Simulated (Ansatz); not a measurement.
Relaxing Ta2As3

These are results of Ansatz, DFT PBE, scalar-relativistic, plane waves, PAW, not measurements. Cutoff 420 eV, Γ-centred k mesh, Gaussian smearing, no spin polarisation in the final step.

The start puts Ta2As3 on the A-type sesquioxide structure type (P-3m1, No. 164), with Ta in place of La, As in place of O, at a guessed volume.

```yaml
crystal:
  lattice:
    - [4.11125, 0.00000, 0.00000]
    - [-2.05562, 3.56044, 0.00000]
    - [0.00000, 0.00000, 6.39643]
  atoms:
    - { symbol: Ta, position: [0.33333, 0.66667, 0.24500] }
    - { symbol: Ta, position: [0.66667, 0.33333, 0.75500] }
    - { symbol: As, position: [0.00000, 0.00000, 0.00000] }
    - { symbol: As, position: [0.33333, 0.66667, 0.64500] }
    - { symbol: As, position: [0.66667, 0.33333, 0.35500] }
```

Cell and atoms relax at zero pressure; the relaxation can't lower the symmetry of the start. After a coarse first stage the cell is made exact in the group found at 0.06 Å.

Formation energies are uncorrected and refer to the elements' standard structures at the same level.

Question: Which crystal results?

Answer: It keeps P-3m1 (No. 164), but not the shape of the type it started on. Conventional cell: a = 4.641 Å, c = 5.186 Å. Around Ta lie 5 As at 2.56–2.76 Å, 3 As at 2.94 Å and 3 Ta at 3.01 Å; As on Wyckoff site a (1 atom of the primitive cell) has 6 Ta at 2.76 Å and 6 As at 3.27 Å; As on Wyckoff site d (2 atoms of the primitive cell) has 2 Ta at 2.56–2.62 Å, 3 Ta at 2.94 Å, 3 As at 3.04 Å and 3 As at 3.27 Å.

Space group P-3m1 (No. 164). a = 4.641 Å, b = 4.641 Å, c = 5.186 Å, α = 90.00°, β = 90.00°, γ = 120.00°
| atom | site | symmetry | x | y | z |
| --- | --- | --- | --- | --- | --- |
| Ta | 2d | 3m. | 0.3333 | 0.6667 | 0.1314 |
| As | 1a | -3m. | 0.0000 | 0.0000 | 0.0000 |
| As | 2d | 3m. | 0.3333 | 0.6667 | 0.6375 |

Question: What are its volume, energy, density and gap?

Answer: The volume per atom is 19.35 Å³. The density is 10.07 g/cm³, the energy over the elements is -0.07 eV/atom and the gap on the 12×12×8 mesh is 0 eV (a metal).

The final run used a 12×12×8 mesh on its 5-atom cell and 0.10 eV smearing. The k mesh leaves about 4 meV/atom of noise in metals. Spin–orbit coupling is left out. A structure relaxed within its symmetry needn't be a true minimum. The steps took roughly 2.4 core-minutes in all.